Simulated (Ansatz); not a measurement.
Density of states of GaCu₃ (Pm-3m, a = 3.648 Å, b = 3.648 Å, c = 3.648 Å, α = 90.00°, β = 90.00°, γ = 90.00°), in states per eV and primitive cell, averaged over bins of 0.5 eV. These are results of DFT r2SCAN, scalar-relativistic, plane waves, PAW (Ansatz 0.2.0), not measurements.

Settings: cutoff 500 eV, Γ-centred mesh 12×12×12 on the computed 4-atom cell, Gaussian smearing of 0.10 eV; no spin polarisation.

The cell is relaxed at this level. The states (both spins) are summed by tetrahedra on a 18×18×18 mesh at the self-consistent density. Energies are bin centres; the table starts no lower than −8 eV and ends at 6 eV, or lower where the solved bands end.

It is a metal at this level.

| E − E_F (eV) | total | Cu 3d | Ga 4p | Cu 4s | Ga 4s |
| --- | --- | --- | --- | --- | --- |
| -7.80 | 0.70 | 0.18 | 0.10 | 0.08 | 0.32 |
| -7.30 | 0.44 | 0.08 | 0.15 | 0.14 | 0.05 |
| -6.80 | 0.63 | 0.12 | 0.24 | 0.21 | 0.05 |
| -6.30 | 1.21 | 0.37 | 0.41 | 0.32 | 0.10 |
| -5.80 | 1.91 | 0.95 | 0.46 | 0.33 | 0.14 |
| -5.30 | 2.15 | 1.35 | 0.47 | 0.26 | 0.05 |
| -4.80 | 4.26 | 3.64 | 0.29 | 0.27 | 0.02 |
| -4.30 | 10.35 | 9.46 | 0.56 | 0.23 | 0.02 |
| -3.80 | 10.69 | 10.05 | 0.40 | 0.13 | 0.01 |
| -3.30 | 8.02 | 7.68 | 0.17 | 0.09 | 0.01 |
| -2.80 | 15.72 | 15.30 | 0.13 | 0.19 | 0.03 |
| -2.30 | 7.36 | 6.68 | 0.12 | 0.25 | 0.20 |
| -1.80 | 1.12 | 0.64 | 0.15 | 0.11 | 0.13 |
| -1.30 | 1.21 | 0.62 | 0.34 | 0.11 | 0.06 |
| -0.80 | 1.47 | 0.65 | 0.49 | 0.19 | 0.06 |
| -0.30 | 1.29 | 0.39 | 0.52 | 0.18 | 0.07 |
| 0.20 | 1.07 | 0.26 | 0.47 | 0.15 | 0.07 |
| 0.70 | 0.97 | 0.19 | 0.42 | 0.13 | 0.08 |
| 1.20 | 0.93 | 0.16 | 0.40 | 0.12 | 0.11 |
| 1.70 | 0.90 | 0.14 | 0.37 | 0.13 | 0.11 |
| 2.20 | 0.87 | 0.11 | 0.35 | 0.16 | 0.10 |
| 2.70 | 1.00 | 0.11 | 0.30 | 0.36 | 0.08 |
| 3.20 | 1.09 | 0.10 | 0.33 | 0.40 | 0.06 |
| 3.70 | 0.99 | 0.07 | 0.28 | 0.37 | 0.04 |
| 4.20 | 0.91 | 0.05 | 0.21 | 0.33 | 0.03 |
| 4.70 | 1.02 | 0.05 | 0.19 | 0.34 | 0.07 |
| 5.20 | 1.17 | 0.04 | 0.19 | 0.37 | 0.10 |
| 5.70 | 1.42 | 0.04 | 0.18 | 0.50 | 0.11 |

The columns after the total are the main Löwdin projections on the occupied valence shells of the potentials; 1 other is left out. The rest of the total lies in those, in shells that are empty in the free atom, which aren't projected, and between the atoms.

Whether GaCu3 exists in this form wasn't checked.

Cost: 1 run of about 1.7 core-minutes, on Intel Xeon Platinum 8488C (Sapphire Rapids) (shared hosts).